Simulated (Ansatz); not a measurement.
**How methods differ on C4H6O (vinyl ether)**

C4H6O: 11 atoms, total charge 0, spin state singlet. SMILES: `C=COC=C`. Geometry: relaxed at PBE0-D4/def2-TZVP. This is one conformer, not always the lowest.

Quantity: the atomisation enthalpy at 298 K, in kJ/mol. The values are calculated. The thermal term (zero-point and 298 K enthalpy, harmonic and unscaled) is that of PBE0-D4/def2-TZVP; the spin-orbit lowering of the free atoms at 298 K, 0.5 kJ/mol by their spectra, is taken off.

Measured value to compare with: CRC Handbook of Chemistry and Physics gives the atomisation enthalpy at 298 K of the gas as 4438 kJ/mol.

```
                                level                    kind  program  value (kJ/mol)  computed − measured  CPU time (all runs)
      HF/6-31G* (spherical functions)            Hartree–Fock   Ansatz            3135                -1303                2.6 s
   SVWN5/6-31G* (spherical functions)                     LDA   Ansatz            5174                 +736                5.2 s
  revPBE/6-31G* (spherical functions)                     GGA   Ansatz            4404                  -34                7.3 s
   BHLYP/6-31G* (spherical functions)           global hybrid   Ansatz            4247                 -191                9.9 s
 r2SCAN0/6-31G* (spherical functions)         hybrid meta-GGA   Ansatz            4347                  -91                 17 s
   HSE06/6-31G* (spherical functions)  range-separated hybrid   Ansatz            4459                  +21                9.2 s
PBE-QIDH/6-31G* (spherical functions)           double hybrid   Ansatz            4302                 -136                 11 s
     MP2/6-31G* (spherical functions)     perturbation theory   Ansatz            4116                 -322                3.3 s
 BCCD(T)/6-31G* (spherical functions)   coupled cluster or CI   Ansatz            4046                 -392                 32 s
    CCSD/6-31G* (spherical functions)   coupled cluster or CI   Ansatz            3993                 -445                 18 s
```

Nearest: HSE06/6-31G* (spherical functions) (+21 kJ/mol); farthest: HF/6-31G* (spherical functions) (-1303 kJ/mol). Computed less measured by kind, in kJ/mol (of the ab initio rows, those in 6-31G*): Hartree–Fock -1303; LDA +736; GGA -34; global hybrid -191 to -91; range-separated hybrid +21; double hybrid -136; perturbation theory -322; coupled cluster or CI -445 to -392. Wave-function methods converge slowly with the basis and bind too weakly in sets of this size; that is part of their error here. In so small a basis fixed costs decide the times, and correlated methods can beat functionals. Times are those of the runs behind each value, whatever else they computed, on shared processors of several kinds: orders of magnitude only.
